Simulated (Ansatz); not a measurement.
Abridged output of a molecular run in Ansatz:

```
Functional definition: HF
1380 factors; integrals over basis functions are off by at most 1.0e-3 eV
mean field evaluation 1: about -7912.7312 eV, gradient 3.1e1 eV
mean field evaluation 2: about -7913.0337 eV, gradient 3.1e1 eV
mean field evaluation 4: about -7915.2924 eV, gradient 4.9e0 eV
mean field evaluation 8: about -7915.3448 eV, gradient 2.5e-1 eV
mean field -7915.34504544 eV, -290.8835652062 hartree, gradient 2.0e-6 eV, S^2 0.000000; 0 other end points of the search recorded, 0 dependent functions left out
5 core orbitals not correlated: weight in the atoms' cores, before any rotation towards them, 1.000 or more for the frozen orbitals, at most 0.000 for the correlated occupied ones
reference -7915.34504544 eV, -290.8835652062 hartree; 15, 15 occupied and 205, 205 virtual orbitals, 1380 factors
second order -26.54363025 eV of doubles, -0.00000000 eV of singles
cycle   1  -26.56529662 eV  change   -2.2e-2 eV  update   1.1e-1
cycle   2  -27.17012395 eV  change   -6.0e-1 eV  update   3.4e-2
cycle   3  -27.32716790 eV  change   -1.6e-1 eV  update   1.7e-2
cycle   4  -27.31441675 eV  change    1.3e-2 eV  update   4.2e-3
cycle   5  -27.31277307 eV  change    1.6e-3 eV  update   1.8e-3
cycle   6  -27.31406545 eV  change   -1.3e-3 eV  update   4.7e-4
cycle   7  -27.31374894 eV  change    3.2e-4 eV  update   1.8e-4
cycle   8  -27.31364472 eV  change    1.0e-4 eV  update   5.6e-5
cycle   9  -27.31365463 eV  change   -9.9e-6 eV  update   2.2e-5
perturbative correction -1.06164402 eV, -0.0390146981 hartree
Total energy: -7943.72034408 eV, -291.9263381981 hartree
```

Its atoms:

Cartesian coordinates in Å:
```
C -1.245 -0.685 -0.088
O -0.930 0.672 -0.288
C 0.363 1.009 -0.126
C 1.365 0.201 0.200
F 2.606 0.707 0.320
H -2.315 -0.786 -0.255
H -0.702 -1.323 -0.795
H -1.002 -0.997 0.935
H 0.541 2.064 -0.294
H 1.318 -0.861 0.391
```

Which basis set was used?
A. def2-TZVPP
B. def2-TZVPPD
C. def2-SVPD
D. cc-pV(D+d)Z

A. It gives 225 functions.

Write the keys of the input that set method, charge and spin (a neutral closed shell needs none for the last two).


```yaml
correlation: {method: ccsd_t}
```
